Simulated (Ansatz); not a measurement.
**CF₃⁺, singlet in cc-pVDZ: errors against RCCSDT(Q)**

Geometry: that of the CF3, doublet, kept fixed.

```xyz
4

C     0.0010   -0.0004   -0.3255
F     1.2519    0.0132    0.0722
F    -0.6376    1.0779    0.0653
F    -0.6149   -1.0909    0.0682
```

Basis cc-pVDZ; Ansatz 0.2.0. Correlated methods freeze the noble-gas cores, which leaves 24 electrons in 52 orbitals. Prefix R: restricted or restricted open-shell reference. Active spaces: valence = (18e, 13o, short of the full valence) chosen from the atoms' valence shells.

Full CI isn't at hand for all of this; RCCSDT(Q) serves as the reference, and is uncertain by about the last step of the cluster series.

The UHF ⟨S²⟩ is 0.000. The T1 diagnostic (RCCSD) is 0.0223. The largest doubles amplitude (RCCSD) is 0.058.

| level | E − E(RCCSDT(Q)) (kJ/mol) | share of correlation (%) | wall time |
| --- | --- | --- | --- |
| RHF | 1903.1 | 0.00 | – |
| RMP2 | 69.7 | 96.34 | – |
| CISD | 272.6 | 85.68 | 7 s |
| RCCSD | 61.2 | 96.79 | – |
| RCCSD(T) | 8.1 | 99.58 | 3.8 s |
| BCCD(T) | 6.1 | 99.68 | 1.1 s |
| RCCSDT | 5.5 | 99.71 | – |
| CASSCF (valence space) | 1440.8 | 24.29 | – |
| NEVPT2 (valence space) | 138.7 | 92.71 | 16 s (H100) |

The correlation energy at RCCSDT(Q), counted from RHF, is -19.725 eV. That run took 4.4 s on 2 threads of AMD EPYC 7R13 with a shared H100 80 GB, shared host.

Times hold each run's SCF and search for its determinant on a shared host, so for small cases they say little of a method's own cost; rows without a card ran on 1 thread of AMD EPYC 7R13. Some runs computed forces too.

Natural occupations of CASSCF (valence space) about the gap: 1.982 1.982 1.970 1.960 1.960 0.068 0.039 0.035 0.035; effectively unpaired electrons, Σ n²(2−n)², 0.05.
